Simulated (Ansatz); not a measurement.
Basis-set extrapolation for C5H8O, SMILES `C#CCOCC` (PBE0-D4/def2-TZVP geometry, frozen core, the Gaussian-basis code of Ansatz). Multiplicity 1, RHF reference.

|  | def2-TZVPP | def2-QZVPP |
| --- | --- | --- |
| HF | -268.879436 | -268.891631 |
| MP2 correlation | -1.054905 | -1.125934 |
| CCSD(T) correlation | -1.144173 | not run |

Energies in hartree. Use E(X) = E(∞) + A·exp(−7.88·√X) for Hartree–Fock and E(X) = E(∞) + B·X^(−2.97) for correlation, with X = 3 and 4, and add CCSD(T) minus MP2 of the smaller set to the MP2 limit.

**Question.** What is the CCSD(T) energy at the basis-set limit?

**Answer.** HF limit: -268.891631 + (-0.012195) × 0.13774 = -268.89331. MP2 limit: -1.125934 + (-0.071029) × 0.74074 = -1.17855. Higher-order term: -1.144173 − (-1.054905) = -0.08927. Total: -270.16113 hartree, 86.3 kcal/mol below CCSD(T)/def2-TZVPP.
